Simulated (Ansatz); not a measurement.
Calculated with Ansatz (gas phase, PBE0-D4/def2-TZVP geometries, no zero-point term in ΔE). CBS: MP2 limit from def2 TZ/QZ plus the TZ coupled-cluster correction, frozen cores. This one scheme is used for every species. Functionals use def2-TZVPP. B3LYP here is the variant with VWN-RPA as its local correlation; programs differ in this. HSE06 is defined as in plane-wave codes. One conformer a species, not always the lowest.

Consider the silylene formation by 1,1-elimination: `S[SiH2]S` → H₂S + `[SiH]S`.

**Question.** Is it downhill or uphill in electronic energy at CCSD(T)/CBS, and by how much? (An estimate is asked.)

**Answer.** Ansatz gave: Uphill: ΔE = +2.29 eV.

**Question.** What do these levels give: BLYP-D4, HSE06-D4, B3LYP, LC-ωPBE, MP2/def2-TZVPP, SCS-MP2/def2-QZVPP? (An estimate is asked.)

**Answer.** The calculation gave: BLYP-D4 2.04, HSE06-D4 2.37, B3LYP 2.04, LC-ωPBE 2.48, MP2/def2-TZVPP 2.42, SCS-MP2/def2-QZVPP 2.36 eV.

Largest T1 diagnostic among the species: 0.016.

From r2SCAN to r2SCAN0 (25 % exact exchange), in def2-TZVPP and without D4, ΔE moves by +0.06 eV. At CCSD(T), def2-SVP lies −0.27 eV from the extrapolated value and def2-TZVPP −0.09 eV. The D4 term adds +0.14 eV with B3LYP and +0.07 eV with PBE0; it sums over pairs of atoms, weighted by their polarisabilities, and B3LYP, whose exchange is more repulsive, gets the larger term.
